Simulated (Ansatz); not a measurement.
Working through harmonic frequencies at the relaxed geometry of C₃H₄O₂, SMILES O=CC1CO1

With the Python package of Ansatz (0.2.0).

Input file `c3h4o2.xyz`:
```text
9

O    -0.76100    1.81780    0.96340
C    -0.20030    1.34740    0.02260
C     0.45600    0.05940    0.18010
C    -0.14800   -1.21540   -0.14040
O     0.74190   -0.65680   -1.04860
H    -0.12280    1.84370   -0.96870
H     1.28140    0.03140    0.96240
H     0.10350   -2.10520    0.39230
H    -1.26220   -1.16880   -0.38020
```

The cells in order, each with its output:

```python
import itertools
import warnings

import ansatz as az
from ase.data import atomic_numbers, covalent_radii
import numpy as np
```

```python
warnings.simplefilter("ignore", az.DeckWarning)
```

```python
molecule = az.Crystal.molecule_from_extxyz("c3h4o2.xyz")
```

```python
model = molecule.calculation().basis(gaussian="def2-SVP").functional("hf")
symbols = [site.symbol for site in molecule.cartesian_sites]
start = np.array([site.position_ang for site in molecule.cartesian_sites], dtype=float)
def progress(event):
    if event["event"] == "relax_step":
        row = event["data"]
        print(f"step {row['step']:3d}  E = {row['lagrangian_ev']:.6f} eV  largest force component {row['allowed_force_max_ev_ang']:.4f} eV/A")
```

```python
summary = model.relax(force_tolerance=0.003).session().plan().execute(on_event=progress).report
end = np.array(summary["positions_ang"])

# pairs closer than 1.2 times the sum of covalent radii, before or after
radius = [covalent_radii[atomic_numbers[s]] for s in symbols]
span = lambda where, i, j: np.linalg.norm(where[i] - where[j])
bonded = [(i, j) for i, j in itertools.combinations(range(len(symbols)), 2) if min(span(start, i, j), span(end, i, j)) < 1.2 * (radius[i] + radius[j])]
print("pair        before    after (A)")
for i, j in bonded:
    print(f"{symbols[i]}{i}-{symbols[j]}{j}".ljust(10), f"{span(start, i, j):8.4f} {span(end, i, j):8.4f}")
```

    step   1  E = -7221.198792 eV  largest force component 3.0619 eV/A
    step   2  E = -7221.460325 eV  largest force component 1.2224 eV/A
    step   3  E = -7221.500610 eV  largest force component 0.7793 eV/A
    step   4  E = -7221.539844 eV  largest force component 0.3770 eV/A
    step   5  E = -7221.569606 eV  largest force component 0.2301 eV/A
    step   6  E = -7221.553708 eV  largest force component 1.9463 eV/A
    step   7  E = -7221.587521 eV  largest force component 0.0879 eV/A
    step   8  E = -7221.598814 eV  largest force component 0.1703 eV/A
    step   9  E = -7221.600117 eV  largest force component 0.7044 eV/A
    step  10  E = -7221.594167 eV  largest force component 0.5891 eV/A
    step  11  E = -7221.608328 eV  largest force component 0.1002 eV/A
    step  12  E = -7221.608563 eV  largest force component 0.1606 eV/A
    step  13  E = -7221.609023 eV  largest force component 0.0887 eV/A
    step  14  E = -7221.609469 eV  largest force component 0.0145 eV/A
    step  15  E = -7221.609495 eV  largest force component 0.0113 eV/A
    step  16  E = -7221.609500 eV  largest force component 0.0082 eV/A
    step  17  E = -7221.609503 eV  largest force component 0.0022 eV/A
    pair        before    after (A)
    O0-C1        1.1920   1.1808
    C1-C2        1.4541   1.4942
    C1-H5        1.1113   1.1037
    C2-C3        1.4466   1.4609
    C2-O4        1.4506   1.3926
    C2-H6        1.1376   1.0847
    C3-O4        1.3888   1.3836
    C3-H7        1.0671   1.0843
    C3-H8        1.1407   1.0855

```python
# same settings at the minimum
minimum = az.Crystal.molecule()
for symbol, place in zip(symbols, end):
    minimum = minimum.atom(symbol, place.tolist())
vibrating = (
    minimum.calculation()
    .basis(gaussian="def2-SVP")
    .functional("hf")
    .phonons(temperatures=(298.15, 498.15, 100))
)
vib = vibrating.run(threads=1, backend="cpu").report["vibrations"]
sums = vib["harmonic_sums"]
modes = [m["omega_inv_cm"] for m in sums["modes_at_gamma"] if m["rigid_motion"] == "no"]
for number, w in enumerate(modes, start=1):
    print(f"mode {number:2d} {w:9.1f} 1/cm {w / 8065.544 * 1000:8.2f} meV")
print("imaginary modes:", sum(w < 0 for w in modes), " zero-point energy:", round(sums["zero_point_energy_ev"], 4), "eV")
print("T (K)   F_vib (eV)   S_vib (meV/K)   C_vib (meV/K)")
for row in zip(sums["temperatures_k"], sums["vibrational_free_energy_ev"], vib["entropy_ev_per_k"], vib["heat_capacity_ev_per_k"]):
    print(f"{row[0]:6.1f} {row[1]:11.4f} {1000 * row[2]:13.4f} {1000 * row[3]:15.4f}")
```

    mode  1     134.5 1/cm    16.67 meV
    mode  2     339.7 1/cm    42.12 meV
    mode  3     378.8 1/cm    46.96 meV
    mode  4     557.6 1/cm    69.13 meV
    mode  5     935.2 1/cm   115.94 meV
    mode  6     984.9 1/cm   122.11 meV
    mode  7    1035.0 1/cm   128.32 meV
    mode  8    1117.4 1/cm   138.54 meV
    mode  9    1216.0 1/cm   150.76 meV
    mode 10    1252.0 1/cm   155.23 meV
    mode 11    1283.1 1/cm   159.09 meV
    mode 12    1293.0 1/cm   160.32 meV
    mode 13    1365.6 1/cm   169.31 meV
    mode 14    1471.1 1/cm   182.39 meV
    mode 15    1560.3 1/cm   193.45 meV
    mode 16    1660.7 1/cm   205.91 meV
    mode 17    2055.2 1/cm   254.81 meV
    mode 18    3144.1 1/cm   389.82 meV
    mode 19    3266.5 1/cm   405.00 meV
    mode 20    3329.6 1/cm   412.82 meV
    mode 21    3370.9 1/cm   417.94 meV
    imaginary modes: 0  zero-point energy: 1.9683 eV
    T (K)   F_vib (eV)   S_vib (meV/K)   C_vib (meV/K)
     298.1      1.9364        0.2692          0.3728
     398.1      1.9030        0.4007          0.5461
     498.1      1.8559        0.5413          0.7114

Total energies depend on the basis set; only differences at equal settings carry meaning. The frequencies are harmonic and unscaled, in a modest basis. Timing: 97 s on 1 thread of Arm Neoverse V1, with other jobs on the host, peak memory 0.24 GiB.
